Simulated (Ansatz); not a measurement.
Relaxation of C$_{3}$H$_{4}$S (8 atoms, charge 0, multiplicity 1), to a largest force component of 0.02 eV/Å in at most 40 steps.

These are results of RKS r2SCAN/STO-3G (Ansatz), not measurements.

```xyz
8
Properties=species:S:1:pos:R:3:forces:R:3
C 2.097 -0.374 0.835 -6.08 -1.49 -0.98
C 0.903 -0.657 0.644 3.63 0.63 0.67
S -0.733 -1.116 0.385 0.70 -1.06 0.82
C -1.178 0.316 -0.572 -3.26 0.70 0.22
H 3.064 -0.054 0.967 2.50 0.70 0.40
H -1.147 1.243 0.009 0.48 0.23 0.01
H -0.647 0.392 -1.489 1.05 0.31 -1.26
H -2.268 0.194 -0.835 0.97 -0.02 0.12
```

Question: Where does it end, and by what steps?

Answer: It converged. Limits of this set-up: minimal basis. After 4 steps the energy has fallen by 0.260 eV; H5 moved furthest, 0.09 Å.

```json
{"step": "0", "energy less start (eV)": "0.0000", "largest force component (eV/Å)": "6.076", "accepted": "yes"}
{"step": "1", "energy less start (eV)": "-0.2404", "largest force component (eV/Å)": "0.992", "accepted": "yes"}
{"step": "2", "energy less start (eV)": "-0.2554", "largest force component (eV/Å)": "0.193", "accepted": "yes"}
{"step": "3", "energy less start (eV)": "-0.2599", "largest force component (eV/Å)": "0.027", "accepted": "yes"}
{"step": "4", "energy less start (eV)": "-0.2601", "largest force component (eV/Å)": "0.007", "accepted": "yes"}
```

```xyz
8
Properties=species:S:1:pos:R:3
C 2.092 -0.361 0.839
C 0.934 -0.646 0.639
S -0.694 -1.125 0.399
C -1.244 0.327 -0.586
H 3.123 -0.101 1.015
H -1.144 1.260 -0.011
H -0.671 0.417 -1.520
H -2.304 0.172 -0.831
```

Whether the end is a true minimum wasn't checked by a vibrational analysis.

Run time: 7.5 s on 1 thread of Arm Neoverse V1 (shared host), peak memory 0.1 GiB.
